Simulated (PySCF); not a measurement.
**Static response to an electric field**

Species: (Z)-2-butenenitrile, C4H5N.
Geometry (PBE0-D3(BJ)/def2-TZVP, Å), atoms numbered from 1 in this order:
```xyz
10
C4H5N angstrom
C     -1.0017   -0.7274    0.5803
C     -0.1922    0.4930    0.3515
C      1.0243    0.5341   -0.1967
C      1.7076   -0.6311   -0.6404
N      2.2735   -1.5681   -1.0014
H     -1.2390   -0.8319    1.6434
H     -0.4880   -1.6285    0.2448
H     -1.9585   -0.6519    0.0547
H     -0.6285    1.4394    0.6586
H      1.5476    1.4739   -0.3286
```

Level: CAM-B3LYP/aug-cc-pVTZ (PySCF), static field, nuclei fixed, core orbitals frozen in the response. The polarisability tensor in these axes (au):

```
x    65.43  -6.69 -13.07
y    -6.69  54.29   4.84
z   -13.07   4.84  44.80
```

Q: What are the eigenvalues, a third of the trace, and Δα (Δα² = ½Σ(αi − αj)² over the three pairs)?

A: Principal values 38.31, 51.23 and 74.97 au; mean 54.84 au = 8.13 Å³ = 9.04 × 10⁻⁴⁰ C²·m²/J; Δα = 32.20 au (59 % of the mean).

Q: What is the dipole moment, and where does it point?

A: (-2.93, 2.80, 1.65) D, 4.38 D in size, pointing from the negative to the positive side. Measured along this direction, the outermost atoms are N5 at the negative end and H9 at the positive end.

Q: How large is μ²/3kT at 400 K beside α?

A: In Gaussian units μ²/3kT = 115.59 Å³ against 8.13 Å³, a ratio of 14.22; the Debye molar polarisation (4π/3)N_A(α + μ²/3kT) is 312.1 cm³/mol, leaving out the vibrational part.

Q: Refractivity n − 1 of an ideal gas of it at 500 K and 1 atm, from the electronic α?

A: N = p/kT = 1.4678 × 10¹⁹ cm⁻³, so n − 1 = 2π × N × 8.13 × 10⁻²⁴ cm³ = 749 × 10⁻⁶ at long wavelengths.

Q: Molar refractivity from α?

A: Lorentz–Lorenz: R = (4π/3)N_A α = 2.5225 cm³/(mol·Å³) × 8.13 Å³ = 20.5 cm³/mol, in the limit of long wavelengths.

Q: Form Σ f/ω² (atomic units) for the 10 lowest TDDFT singlets, given as eV and f, and set it beside the mean polarisability, which is this sum over all singlets: 6.26, 0.3715; 6.56, 0.0024; 6.67, 0.0019; 7.24, 0.0000; 7.62, 0.0056; 7.72, 0.0104; 7.83, 0.0052; 7.87, 0.0280; 8.14, 0.1452; 8.47, 0.0123.

A: They add up to 9.45 au, 17.2 % of the 54.84 au; the largest single term is 7.03 au, from the state at 6.26 eV. Terms in order: 7.03, 0.04, 0.03, 0.00, 0.07, 0.13, 0.06, 0.33, 1.62, 0.13 au. Higher excitations give the rest. The strengths listed sum to 0.583.

Q: Give the principal axes and the span of the nuclei along them.

A: Largest value along (0.83, -0.37, -0.42), where the nuclei span 4.30 Å; middle along (0.38, 0.92, -0.07), 3.67 Å; least along (0.41, -0.10, 0.91), 1.75 Å. The response follows the extents in order.

Geometry: PBE0-D3(BJ)/def2-TZVP; no solvent, vibrations or thermal averaging.
